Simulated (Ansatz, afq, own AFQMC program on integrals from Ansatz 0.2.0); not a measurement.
Integrals from Ansatz 0.2.0, then the random walk in our own AFQMC program (afq).

```yaml
crystal:
  periodic: [false, false, false]
  atoms:
    - {symbol: B, position_ang: [0.000000, 0.000000, 0.023185]}
    - {symbol: B, position_ang: [0.000000, 0.000000, -1.223815]}
    - {symbol: H, position_ang: [0.000000, 0.000000, 1.200629]}
basis:
  gaussian: {orbitals: 6-31G}
magnetization: {spin_polarized: false, initial_magnetization: 1}
correlation: {method: ccsd_t, electrons: outside_noble_gas, hamiltonian_folder: ham}
```

```sh
$ ansatz run in.yaml --threads 1 --pin off --events-out ev --progress --plain --max-ram 16896MiB --backend cuda --devices 0, --max-vram 18GiB
```

Options of the walk:

```
--method free --trial cisd --walkers 200 --time-step 0.08 --max-blocks 12 --target-error 0.00064 --factor-cut 1e-05 --seed 4095 --times 0.0,0.4,0.8,1.6,2.4 --taylor-order 10
```

Times are imaginary, in 1/Eh. The walk had a cap of 60 s.

```
orbitals 18  electrons 4 3  factors 114 of 284
reference energy -49.62212423 Eh
CCSD correlation -0.09466875 Eh in 16 cycles, weight of the determinant in the CISD state 0.8980
repeat  energy at the last time / Eh  error
    10  -49.720009  0.000174
time / (1/Eh)  energy / Eh  error  mean overlap
  0.00  -49.716759  0.000077  1.1138
  0.40  -49.718795  0.000094  1.1070
  0.80  -49.719546  0.000106  1.1163
  1.60  -49.720041  0.000129  1.1161
  2.40  -49.720137  0.000204  1.1210
energy -49.720137 +/- 0.000204 Eh
```

The run passed its tests (error under three times the target), which doesn't prove that it has relaxed.

Against this walk (error 5.5 meV) on the same determinant: CCSD(T) 20.3 meV higher, CCSDT(Q) 120.6 meV lower, CCSDTQ 115.9 meV lower, full CI (a separate run on its own orbitals, whose frozen core shifts it by up to a few meV) 116.7 meV lower. The error is statistical, and a free projection of finite length keeps a remainder of its start.

A setting was made bad on purpose (too few blocks), so the walk's energy isn't to be trusted.

Cautions: remainder of the start not in the error; a spin-contaminated unrestricted determinant lies lower (UHF 1.05 eV lower, ⟨S²⟩ 1.75); the CCSDT(Q) amplitudes may be one of several solutions (largest double 0.90); the CCSDTQ amplitudes may be one of several solutions (largest double 0.98); the determinant fills πx and πy unequally, so it mixes two states of the linear molecule, and each level undoes that mixture to a different degree, while full CI gives the lower state; full CI with its own frozen core; a state of higher spin lies lower (by 1.44 eV); the time-step error isn't removed.

CCSDT and higher add their correlation energy to the determinant of the CCSD(T) run, since their own runs factorise the integrals more tightly (a shift of under 2 meV).
